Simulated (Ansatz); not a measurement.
Oxygen (triplet): measurement beside calculation (Ansatz, PBE0-D4/def2-TZVP geometry).

Bond lengths: O1–O2 1.193 Å.

Enthalpy of formation at 298 K: 0.0 kcal/mol (zero for an element's reference state; older measured values of the G2 set, as listed by Staroverov and co-workers, J. Chem. Phys. 119, 12129, 2003). With their computed zero-point and thermal terms and the atoms' enthalpies of Curtiss and co-workers (1997) it gives an electronic atomization energy of 120.3 kcal/mol.

```tsv
level	atomization (kcal/mol)	error	error per bond
LDA (SPW92)	175.0	54.6	54.6
PBE-D4	143.6	23.3	23.3
revPBE-D4	135.1	14.8	14.8
BLYP-D4	135.4	15.1	15.1
r2SCAN-D4	129.7	9.4	9.4
B97M-V	122.4	2.1	2.1
PBE0-D4	124.6	4.3	4.3
B3LYP-D4	123.9	3.6	3.6
r2SCANh-D4	123.5	3.2	3.2
r2SCAN0-D4	114.4	-5.9	-5.9
HSE06-D4	125.1	4.7	4.7
BHLYP-D4	100.5	-19.8	-19.8
CAM-B3LYP-D4	124.7	4.4	4.4
ωB97X-V	126.6	6.2	6.2
ωB97M-V	123.2	2.8	2.8
B2PLYP	122.0	1.7	1.7
PBE-QIDH	116.5	-3.8	-3.8
PBE	143.5	23.1	23.1
revPBE	134.4	14.1	14.1
BLYP	135.0	14.7	14.7
r2SCAN	129.7	9.3	9.3
PBE0	124.5	4.2	4.2
B3LYP	123.6	3.3	3.3
r2SCANh	123.5	3.1	3.1
r2SCAN0	114.4	-5.9	-5.9
HSE06	124.9	4.6	4.6
BHLYP	100.3	-20.0	-20.0
CAM-B3LYP	124.5	4.2	4.2
LC-ωPBE	128.0	7.7	7.7
RPA@PBE/def2-TZVPP	108.0	-12.4	-12.4
HF/def2-TZVPP	34.0	-86.3	-86.3
MP2/def2-TZVPP	125.2	4.9	4.9
SCS-MP2/def2-TZVPP	114.1	-6.2	-6.2
CCSD/def2-TZVPP	106.3	-14.0	-14.0
CCSD(T)/def2-TZVPP	113.5	-6.8	-6.8
HF/def2-QZVPP	34.4	-85.9	-85.9
MP2/def2-QZVPP	128.3	8.0	8.0
SCS-MP2/def2-QZVPP	117.6	-2.8	-2.8
CCSD/def2-QZVPP	109.2	-11.2	-11.2
CCSD(T)/def2-QZVPP	116.8	-3.5	-3.5
HF/CBS(def2)	34.5	-85.8	-85.8
MP2/CBS(def2)	130.4	10.1	10.1
CCSD/CBS(def2)	111.0	-9.3	-9.3
CCSD(T)/CBS(def2)	119.1	-1.3	-1.3
```

Functionals use def2-TZVPP; B3LYP here is the variant with VWN-RPA as its local correlation; programs differ in this. The calculations leave out spin–orbit coupling, scalar relativity and, for the correlated methods, core correlation; together these are worth up to about 1 kcal/mol a heavy atom. HSE06 is defined as in plane-wave codes. CBS extrapolates def2-TZVPP and def2-QZVPP. T1 = 0.016.
